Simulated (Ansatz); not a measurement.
The reference is AlN in the wurtzite structure (space group P6_3mc, No. 186).

```
AlN
1.0
    3.11382     0.00000     0.00000
   -1.55691     2.69665     0.00000
    0.00000     0.00000     4.98358
Al N
2 2
Direct
  0.33333   0.66667   0.99641
  0.66667   0.33333   0.49641
  0.33333   0.66667   0.37839
  0.66667   0.33333   0.87839
```

Computed with PBEsol (Ansatz, a quantum-chemistry and plane-wave program; PAW; 420 eV plane waves; no SOC).

It is then changed as follows: every Al is replaced by Ga; the structure is relaxed again.

Measured band gap: AlN 6.51 eV (static lattice; corrected from measurement; as listed in Martin Feneberg et al., Physical Review B (2010)); GaN 3.68 eV (static lattice; corrected from measurement; as listed in Wei Chen et al., Physical Review Materials (2018)).

Measured lattice parameter a: AlN 3.1113 Å (0 K or low temperature; as listed in arXiv:1206.3780); GaN 3.189 Å (room temperature; as listed in M J Lucero, T M Henderson, G E Scuseria, Journal of Physics Condensed Matter (2012)).

### Question
How well does PBEsol reproduce the measured shift?

### Answer
With PBEsol the band gap moves by -2.22 eV (4.09 → 1.88) against -2.83 eV measured; the lattice parameter a moves by +0.069 Å (3.114 → 3.183) against +0.078 Å measured.

Whether these cells are dynamically stable was not tested.
